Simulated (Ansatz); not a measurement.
# CH₆N (doublet): from Hartree-Fock to the top rungs at distance N1–H4 along a hydrogen transfer = 1.091 Å, cc-pVDZ

The task here is to estimate one member of a computed series from the others.

Computed with Ansatz 0.2.0, Gaussian basis. Level: cc-pVDZ, core rule «outside noble gas», up to 2 orbitals frozen.

To be run: UHF; CCSD(T) on ROHF; CCSD(T) on UHF; BCCD(T) on ROHF; CISD; CCSDT(Q) on ROHF; CCSDT(Q) on UHF; CASSCF and MRCISD+Q, 3 electrons in 3 orbitals; CASSCF and NEVPT2, 3 electrons in 3 orbitals.

**The geometry**

The geometry derives from fragments relaxed apart (PBE0/def2-TZVP) and kept rigid, so it is no stationary point. A hydrogen atom is moved between rigid fragments.

8 atoms, charge 0, spin multiplicity 2.

Atoms are counted from 1 here; the program's logs count them from 0.

Bond lengths: N1–H2 1.012 Å, N1–H3 1.012 Å, N1–H4 1.091 Å, C5–H6 1.080 Å, C5–H7 1.080 Å, C5–H8 1.080 Å. Angles: H2–N1–H3 107.1°, H2–N1–H4 107.1°, H3–N1–H4 107.1°, H6–C5–H7 120.0°, H6–C5–H8 120.0°, H7–C5–H8 120.0°.

Set-up of the first run:

in.yaml

```yaml
crystal:
  periodic: [false, false, false]
  atoms:
    - {symbol: N, position_ang: [-1.258126, -0.017777, -0.027670]}
    - {symbol: H, position_ang: [-1.555406, 0.950057, -0.027670]}
    - {symbol: H, position_ang: [-1.555405, -0.420076, 0.852589]}
    - {symbol: H, position_ang: [-0.167126, -0.017777, -0.027670]}
    - {symbol: C, position_ang: [1.391874, -0.017777, -0.027670]}
    - {symbol: H, position_ang: [1.391874, -1.097799, -0.027670]}
    - {symbol: H, position_ang: [1.391874, 0.522234, 0.907657]}
    - {symbol: H, position_ang: [1.391874, 0.522234, -0.962998]}
basis:
  gaussian: {orbitals: cc-pVDZ}
magnetization: {spin_polarized: true, initial_magnetization: 1}
hamiltonian: {xc: hf}
output: {orbitals: {seedname: orbitals}}
```

Started as:

```console
ansatz run in.yaml --threads 1 --pin off --events-out ev --progress --plain --max-ram 2816MiB --backend cpu
```

Steps of the session up to this table: UHF; CCSD(T) on ROHF; CCSD(T) on UHF; BCCD(T) on ROHF; CISD; CCSDT(Q) on ROHF; CCSDT(Q) on UHF; CASSCF and MRCISD+Q, 3 electrons in 3 orbitals; CASSCF and NEVPT2, 3 electrons in 3 orbitals.

One of the session's tables, all rows but one given; the rest of the session is left out.

```
       method  from UCCSDT(Q) (kJ/mol)
         ROHF                   +991.8
          UHF                   +976.3
         RMP2                   +122.8
         UMP2                   +123.9
         CISD                   +112.3
        RCCSD                    +24.4
        UCCSD                    +24.2
     RCCSD(T)                     +3.5
     UCCSD(T)                     +3.5
      BCCD(T)                     +3.5
       RCCSDT                     +1.5
       UCCSDT                     +1.4
    RCCSDT(Q)                     +0.1
    UCCSDT(Q)                        0
  CASSCF pair                        ?
  NEVPT2 pair                   +124.6
  MRCISD pair                   +102.4
MRCISD+Q pair                    +14.2
```

Q: Estimate the row for CASSCF pair from the others.

The run gave: from UCCSDT(Q) (kJ/mol): +939.7. In the column «from UCCSDT(Q) (kJ/mol)» it lies between NEVPT2 pair (+124.6) and UHF (+976.3).

Limits of these values: Restricted and unrestricted rows rest on different reference determinants; where their highest levels disagree by more than a few hundredths of an eV, they describe different states and don't form one ladder.
